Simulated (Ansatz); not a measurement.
I need a composite energy at a relaxed geometry of CH4AlS, SMILES [CH3][Al][SH]. Use Ansatz 0.2.0 through its Python package. Use (for the species named): r2SCAN, def2-SVP basis, multiplicity 2, D3BJ dispersion.

The script reads `ch4als.xyz`:
```text
7

C    -0.93220    0.54530   -0.31050
Al    0.06650   -0.35190    1.08330
S     2.26330   -0.66980    0.78870
H    -1.70120   -0.07330   -0.70580
H    -0.30520    0.86830   -1.17420
H    -1.44320    1.51780    0.10720
H     2.11320   -1.90440    0.16560
```

`composite_ch4als.py`:
```python
"""Relax CH4AlS cheaply, then refine its energy."""

import itertools

import ansatz as az
from ase.data import atomic_numbers, covalent_radii
import numpy as np


def main() -> None:
    mol = az.Crystal.molecule_from_extxyz("ch4als.xyz")

    calc = mol.calculation()
    calc = calc.basis(gaussian="def2-SVP").functional("r2scan", dispersion="d3bj")
    calc = calc.spin("collinear", total=1)
    symbols = [site.symbol for site in mol.cartesian_sites]
    start = np.array([site.position_ang for site in mol.cartesian_sites], dtype=float)
    r = calc.relax(force_tolerance=0.01).run().report
    end = np.array(r["positions_ang"])
    # pairs closer than 1.2 times the sum of covalent radii, before or after
    radius = [covalent_radii[atomic_numbers[s]] for s in symbols]
    span = lambda where, i, j: np.linalg.norm(where[i] - where[j])
    bonded = [(i, j) for i, j in itertools.combinations(range(len(symbols)), 2) if min(span(start, i, j), span(end, i, j)) < 1.2 * (radius[i] + radius[j])]
    print("pair        before    after (A)")
    for i, j in bonded:
        print(f"{symbols[i]}{i}-{symbols[j]}{j}".ljust(10), f"{span(start, i, j):8.4f} {span(end, i, j):8.4f}")
    for first, second in list(itertools.combinations(bonded, 2)):
        shared = set(first) & set(second)
        if shared and symbols[(j := shared.pop())] != "H":
            i, k = sorted((set(first) | set(second)) - {j})
            u, v = end[i] - end[j], end[k] - end[j]
            angle = np.degrees(np.arccos(np.clip(u @ v / np.linalg.norm(u) / np.linalg.norm(v), -1, 1)))
            print(f"final angle {symbols[i]}{i}-{symbols[j]}{j}-{symbols[k]}{k}: {angle:.2f} deg")

    minimum = az.Crystal.molecule()
    for symbol, place in zip(symbols, end):
        minimum = minimum.atom(symbol, place.tolist())
    at_minimum = minimum.calculation().spin("collinear", total=1)
    # MP2 extrapolated to the basis limit, plus the small-basis difference CCSD(T) - MP2
    level = lambda method, basis: at_minimum.basis(gaussian=basis).correlation(method).run().report
    small, large, cluster = level("mp2", "cc-pVDZ"), level("mp2", "cc-pVTZ"), level("ccsd_t", "cc-pVDZ")
    corr = lambda each: (each["free_energy_ev"] - each["reference_energy_ev"]) / 27.211386246
    mp2_limit = (27 * corr(large) - 8 * corr(small)) / 19
    pieces = {"HF / cc-pVTZ": large["reference_energy_ev"] / 27.211386246, "MP2 correlation, DZ-TZ limit": mp2_limit, "CCSD(T) - MP2 / cc-pVDZ": corr(cluster) - corr(small)}
    for name, value in pieces.items():
        print(f"{name:32s} {value:14.6f} Ha")
    print(f"{'sum':32s} {sum(pieces.values()):14.6f} Ha")
    print("T1 diagnostic", round(cluster["correlation"]["coupled_cluster"]["t1_diagnostic"], 4))


if __name__ == "__main__":
    main()
```

`python composite_ch4als.py` gives:
```text
DeckWarning: the engine holds no damping parameters fitted to this dispersion correction and functional, so the run takes those fitted to r2scan beside the three-body term, which d3bj leaves out (hamiltonian.dispersion, under Limitations)
pair        before    after (A)
C0-Al1       1.9352   1.9677
C0-H3        1.0632   1.1010
C0-H4        1.1151   1.1040
C0-H5        1.1753   1.1048
Al1-S2       2.2391   2.2143
S2-H6        1.3911   1.3515
final angle Al1-C0-H3: 113.64 deg
final angle Al1-C0-H4: 110.20 deg
final angle Al1-C0-H5: 109.36 deg
final angle C0-Al1-S2: 114.95 deg
final angle H3-C0-H4: 108.51 deg
final angle H3-C0-H5: 107.48 deg
final angle H4-C0-H5: 107.45 deg
final angle Al1-S2-H6: 95.59 deg
HF / cc-pVTZ                        -679.711924 Ha
MP2 correlation, DZ-TZ limit          -0.451374 Ha
CCSD(T) - MP2 / cc-pVDZ               -0.051198 Ha
sum                                 -680.214496 Ha
T1 diagnostic 0.014
```
(Warnings from the package without file and line.)

Caveats:
- Total energies depend on the basis set; only differences at equal settings carry meaning.
- The sum leaves out core correlation, relativity, the Hartree-Fock basis error and zero-point energy; a DZ-TZ extrapolation is rough.
- The run takes the species as open-shell (spin multiplicity 2), which needn't be its ground state.
- Inner cores stay frozen, so this is valence correlation.
- For Al to Cl the sets with a tight d function, cc-pV(X+d)Z, are usual.
- An extrapolation from small basis sets is rough.
- A dispersion term here runs with damping parameters fitted for another variant or functional.
- Hardware and time: 74 s on 1 thread of Arm Neoverse V2, on a shared host, peak memory 0.41 GiB.
